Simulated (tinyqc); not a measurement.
Worked calculation: coupled-perturbed Hartree-Fock on RHF in the sto-6g basis, for H2O, spin multiplicity 1. One step of it, computed by the program tinyqc.

Task: Coupled step 1. U_ai = -(mu_ai + sum_bj [4 (ai|bj) - (ab|ij) - (aj|bi)] U_bj) / (e_a - e_i); alpha = -4 sum U_ai mu_ai.

uncoupled U:
```
,i1,i2,i3,i4,i5
a6,0.000000,0.000000,-0.950181,0.000000,0.000000
a7,-0.002534,0.056590,0.000000,0.722521,0.000000
```

dipole integrals <a|y|i> (bohr):
```
,i1,i2,i3,i4,i5
a6,0.000000,0.000000,0.984963,0.000000,0.000000
a7,0.053552,-0.104020,0.000000,-0.755913,0.000000
```

orbital energies (hartree): MO1 -20.507112, MO2 -1.214686, MO3 -0.570977, MO4 -0.422777, MO5 -0.385389, MO6 0.465629, MO7 0.623440

Two-electron integrals over orbitals (pq|rs), unique and non-zero (hartree):
```
p,q,r,s,(pq|rs)
1,1,1,1,4.763033
2,1,1,1,-0.437751
2,1,2,1,0.064877
2,2,1,1,1.032032
2,2,2,1,-0.016151
2,2,2,2,0.724447
3,1,3,1,0.010544
3,2,3,1,0.016522
3,2,3,2,0.133224
3,3,1,1,0.761830
3,3,2,1,-0.004276
3,3,2,2,0.616681
3,3,3,3,0.597524
4,1,1,1,0.165853
4,1,2,1,-0.022719
4,1,2,2,0.012606
4,1,3,3,0.005025
4,1,4,1,0.026246
4,2,1,1,-0.143874
4,2,2,1,0.008425
4,2,2,2,-0.020507
4,2,3,3,0.004100
4,2,4,1,0.019668
4,2,4,2,0.130799
4,3,3,1,-0.002292
4,3,3,2,0.028016
4,3,4,3,0.052424
4,4,1,1,0.967249
4,4,2,1,-0.011594
4,4,2,2,0.673931
4,4,3,3,0.572679
4,4,4,1,-0.010007
4,4,4,2,-0.099617
4,4,4,4,0.732997
5,1,5,1,0.026669
5,2,5,1,0.033050
5,2,5,2,0.150184
5,3,5,3,0.026440
5,4,5,1,-0.011566
5,4,5,2,-0.042357
5,4,5,4,0.049361
5,5,1,1,1.117095
5,5,2,1,-0.011537
5,5,2,2,0.755392
5,5,3,3,0.603282
5,5,4,1,0.004087
5,5,4,2,-0.075144
5,5,4,4,0.707219
5,5,5,5,0.880663
6,1,1,1,0.221179
6,1,2,1,-0.034669
6,1,2,2,0.003516
6,1,3,3,-0.000203
6,1,4,1,-0.001312
6,1,4,2,-0.020394
6,1,4,4,0.015853
6,1,5,5,0.005403
6,1,6,1,0.028449
6,2,1,1,-0.285782
6,2,2,1,0.007399
6,2,2,2,-0.134036
6,2,3,3,-0.064403
6,2,4,1,-0.018403
6,2,4,2,-0.030112
6,2,4,4,-0.075217
6,2,5,5,-0.146983
6,2,6,1,0.007516
6,2,6,2,0.095137
6,3,3,1,-0.002361
6,3,3,2,0.043951
6,3,4,3,0.038033
6,3,6,3,0.081103
6,4,1,1,-0.248955
6,4,2,1,0.002429
6,4,2,2,-0.119556
6,4,3,3,-0.044726
6,4,4,1,-0.002435
6,4,4,2,0.035781
6,4,4,4,-0.128511
6,4,5,5,-0.138129
6,4,6,1,0.000022
6,4,6,2,0.063868
6,4,6,4,0.085576
6,5,5,1,-0.014037
6,5,5,2,-0.054223
6,5,5,4,-0.004035
6,5,6,5,0.034767
6,6,1,1,0.770217
6,6,2,1,-0.007465
6,6,2,2,0.587349
6,6,3,3,0.548415
6,6,4,1,0.018469
6,6,4,2,0.052423
6,6,4,4,0.539068
6,6,5,5,0.570527
6,6,6,1,-0.007754
6,6,6,2,-0.087856
6,6,6,4,-0.047597
6,6,6,6,0.576817
7,1,3,1,0.014946
7,1,3,2,0.022205
7,1,4,3,-0.003370
7,1,6,3,-0.002987
7,1,7,1,0.021218
7,2,3,1,0.014693
7,2,3,2,0.053896
7,2,4,3,-0.028309
7,2,6,3,-0.030039
7,2,7,1,0.019893
7,2,7,2,0.067980
7,3,1,1,0.372144
7,3,2,1,-0.006754
7,3,2,2,0.164576
7,3,3,3,0.089487
7,3,4,1,-0.000382
7,3,4,2,-0.072227
7,3,4,4,0.153522
7,3,5,5,0.201771
7,3,6,1,0.005420
7,3,6,2,-0.072403
7,3,6,4,-0.092018
7,3,6,6,0.041173
7,3,7,3,0.155753
7,4,3,1,-0.008010
7,4,3,2,-0.070514
7,4,4,3,-0.008657
7,4,6,3,-0.053985
7,4,7,1,-0.011210
7,4,7,2,-0.017783
7,4,7,4,0.067201
7,5,5,3,0.024003
7,5,7,5,0.025574
7,6,3,1,-0.008273
7,6,3,2,-0.092050
7,6,4,3,-0.059786
7,6,6,3,-0.073535
7,6,7,1,-0.011251
7,6,7,2,0.002030
7,6,7,4,0.059214
7,6,7,6,0.118590
7,7,1,1,0.858058
7,7,2,1,-0.009005
7,7,2,2,0.615257
7,7,3,3,0.587307
7,7,4,1,0.003350
7,7,4,2,-0.020627
7,7,4,4,0.590970
7,7,5,5,0.617492
7,7,6,1,0.004275
7,7,6,2,-0.065099
7,7,6,4,-0.050071
7,7,6,6,0.550114
7,7,7,3,0.102148
7,7,7,7,0.605402
```

Give: U after step 1; polarisability.

Result:

U after step 1:
```
,i1,i2,i3,i4,i5
a6,0.0000,0.0000,-1.1876,0.0000,0.0000
a7,-0.0020,0.1051,0.0000,0.9349,0.0000
```

polarisability = 7.5497 bohr^3
